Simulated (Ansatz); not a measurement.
# H₃MgOSi+ (SMILES [MgH][O][SiH2+]): one structure at several levels

The task here is to estimate one member of a computed series from the others.

Method: single points in def2-TZVPP; program: Ansatz 0.2.0, Gaussian basis.

Correlated methods freeze the cores. The outer core shell of Li, Na, Mg and K is correlated.

## Starting geometry

6 atoms, charge 1, spin multiplicity 1.

Atoms are counted from 1 here; the program's logs count them from 0.

Bond lengths: Mg1–O2 1.907 Å, Mg1–H4 1.555 Å, O2–Si3 1.560 Å, Si3–H5 1.517 Å, Si3–H6 1.333 Å. Angles: O2–Mg1–H4 177.4°, Mg1–O2–Si3 174.5°, O2–Si3–H5 116.3°, O2–Si3–H6 119.3°, H5–Si3–H6 122.1°.

As a file:

```xyz
6

Mg   -1.6521   -0.7361   -0.9097
O    -0.0917   -0.0890   -0.0246
Si    1.1534    0.5742    0.6409
H    -2.9640   -1.2252   -1.5855
H     2.4034    0.6683   -0.2142
H     1.1882    0.7155    1.9660
```

Set-up of the first run:

File run/in.yaml:

```yaml
crystal:
  periodic: [false, false, false]
  atoms:
    - {symbol: Mg, position_ang: [-1.652100, -0.736100, -0.909700]}
    - {symbol: O, position_ang: [-0.091700, -0.089000, -0.024600]}
    - {symbol: Si, position_ang: [1.153400, 0.574200, 0.640900]}
    - {symbol: H, position_ang: [-2.964000, -1.225200, -1.585500]}
    - {symbol: H, position_ang: [2.403400, 0.668300, -0.214200]}
    - {symbol: H, position_ang: [1.188200, 0.715500, 1.966000]}
basis:
  gaussian: {orbitals: def2-TZVPP}
total_charge: 1
correlation: {method: ccsd_t}
output: {forces: true}
```

The command line of these runs was not kept.

Among the steps run: CCSD(T)/def2-TZVPP; PBE0-D4/def2-TZVPP; wB97M-V/def2-TZVPP; r2SCAN-D4/def2-TZVPP; PBE-D4/def2-TZVPP; revPBE-D4/def2-TZVPP; BHLYP-D4/def2-TZVPP.

One of the session's tables, all rows but one given; the rest of the session is left out.

```
   method  RMS force component (eV/Å)  angle to CCSD(T) forces (°)
  CCSD(T)                       1.462                    reference
  PBE0-D4                       1.525                          3.8
  wB97M-V                       1.455                          2.3
r2SCAN-D4                       1.492                          2.5
   PBE-D4                       1.456                          6.7
revPBE-D4                           ?                            ?
 BHLYP-D4                       1.553                          8.5
```

**Question.** Estimate the row for revPBE-D4.

**Answer.** RMS force component (eV/Å): 1.448; angle to CCSD(T) forces (°): 7.8. In the column «RMS force component (eV/Å)» it is the lowest.
